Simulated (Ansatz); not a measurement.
**Heat of formation of CH2Cl2 (dichloromethane) from total energies**

CH2Cl2 has 5 atoms, charge 0, and is taken as a singlet. SMILES: `ClCCl`. Geometry: relaxed at PBE0-D4/def2-TZVP.

```xyz
5

Cl    1.6307   -0.3387    0.2654
C    -0.1011   -0.0827    0.0629
Cl   -0.4742    1.2845   -0.9848
H    -0.5250   -0.9767   -0.3841
H    -0.5304    0.1136    1.0406
```

Total energies at MP2/aug-cc-pVDZ, 11 core orbitals frozen (Ansatz 0.2.0); the atoms run unrestricted:

| species | state | energy (Eh) |
| --- | --- | --- |
| CH2Cl2 | singlet | -958.483447 |
| Cl | doublet | -459.592150 |
| C | triplet | -37.741465 |
| H | doublet | -0.499334 |

Harmonic wavenumbers at PBE0-D4/def2-TZVP, in cm⁻¹: 285, 732, 772, 904, 1178, 1288, 1461, 3128, 3205.

Measured heats of formation of the gaseous atoms at 298.15 K, in kJ/mol: Cl 121.3, C 716.9, H 218.0. Spin-orbit lowering of the atoms at 298 K (mean of the ground term's levels less their thermal mean, from spectra), in kJ/mol: Cl 3.44, C 0.02. Take 1 Eh = 2625.50 kJ/mol, 1 cm⁻¹ = 0.0119627 kJ/mol, RT = 2.479 kJ/mol.

Task: Work out the heat of formation of the gas at 298 K.

Result: 
1. Electronic atomisation energy: 2 × (-459.592150) + (-37.741465) + 2 × (-0.499334) − (-958.483447) = 0.559014 Eh = 1467.7 kJ/mol.
2. Zero-point energy: half the sum of the wavenumbers, 6476.5 cm⁻¹ = 77.5 kJ/mol.
3. Thermal vibrational enthalpy, Σ hcν̃/(exp(hcν̃/kT) − 1): 1.9 kJ/mol. Translation, rotation and pV of a non-linear molecule: 4 RT = 9.9 kJ/mol.
4. The 5 free atoms carry 5/2 RT each: 31.0 kJ/mol.
5. Spin-orbit coupling lowers the free atoms by 2 × 3.44 + 0.02 = 6.9 kJ/mol.
6. Atomisation enthalpy at 298 K: 1467.7 − 6.9 − 77.5 − 1.9 − 9.9 + 31.0 = 1402.5 kJ/mol.
7. Sum of the atoms' heats of formation: 1395.5 kJ/mol. Heat of formation: 1395.5 − 1402.5 = -7.0 kJ/mol.

The tabulated value is -94.7 kJ/mol (Active Thermochemical Tables), so this level is off by +87.7 kJ/mol, or 5.9 % of the atomisation enthalpy that the table implies (1490.2 kJ/mol). Perturbation theory converges slowly with the basis for atomisation. Anharmonicity and any spin-orbit splitting of the molecule are left out, and cores are frozen in the wave-function part.
